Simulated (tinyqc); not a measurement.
Pariser-Parr-Pople SCF with singles CI, for the molecule C=CC=N[CH2+] (SMILES; centres numbered as the heavy atoms are written), step by step. One step of it, computed by the program tinyqc.

Question. Iteration 3: Fock matrix. F_rr = H_rr + P_rr gamma_rr / 2 + sum_(s != r) P_ss gamma_rs; F_rs = H_rs - P_rs gamma_rs / 2; E = tr P (H + F) / 2 + core repulsion sum_(r<s) z_r z_s gamma_rs.

P after iteration 2:
```
           1C         2C        3C         4N         5C
1C   0.597264   0.795957  0.359870  -0.181568  -0.204406
2C   0.795957   1.083549  0.567864  -0.073716  -0.177673
3C   0.359870   0.567864  0.558634   0.542084   0.243650
4N  -0.181568  -0.073716  0.542084   1.296947   0.761293
5C  -0.204406  -0.177673  0.243650   0.761293   0.463606
```

core matrix H (eV):
```
            1C          2C          3C          4N          5C
1C  -30.510105   -2.390000    0.000000    0.000000    0.000000
2C   -2.390000  -35.235977   -2.390000    0.000000    0.000000
3C    0.000000   -2.390000  -36.923372   -2.510000    0.000000
4N    0.000000    0.000000   -2.510000  -38.546214   -2.510000
5C    0.000000    0.000000    0.000000   -2.510000  -30.665749
```

repulsion gamma_rs (eV):
```
           1C         2C         3C         4N         5C
1C  11.130000   7.552439   5.239019   3.689960   2.868686
2C   7.552439  11.130000   7.554960   5.298208   3.670370
3C   5.239019   7.554960  11.130000   7.730373   5.239019
4N   3.689960   5.298208   7.730373  12.300000   7.727673
5C   2.868686   3.670370   5.239019   7.727673  11.130000
```

Centres (angstrom, eV; a flat drawing with bonds scaled to 1.40 angstrom):

| centre | x | y | core charge z | W | gamma_rr |
|---|---|---|---|---|---|
| 1C | -2.425000 | -0.280000 | 1 | 11.160000 | 11.130000 |
| 2C | -1.212000 | 0.420000 | 1 | 11.160000 | 11.130000 |
| 3C | 0.000000 | -0.280000 | 1 | 11.160000 | 11.130000 |
| 4N | 1.212000 | 0.420000 | 1 | 14.100000 | 12.300000 |
| 5C | 2.425000 | -0.280000 | 1 | 11.160000 | 11.130000 |

Give: F; pi energy.

Answer.

F (eV):
```
        1C       2C       3C       4N      5C
1C  -9.961   -5.396   -0.943    0.335   0.293
2C  -5.396  -11.902   -4.535    0.195   0.326
3C  -0.943   -4.535  -10.045   -4.605  -0.638
4N   0.335    0.195   -4.605  -14.724  -5.452
5C   0.293    0.326   -0.638   -5.452  -9.446
```

pi energy = -58.750 eV
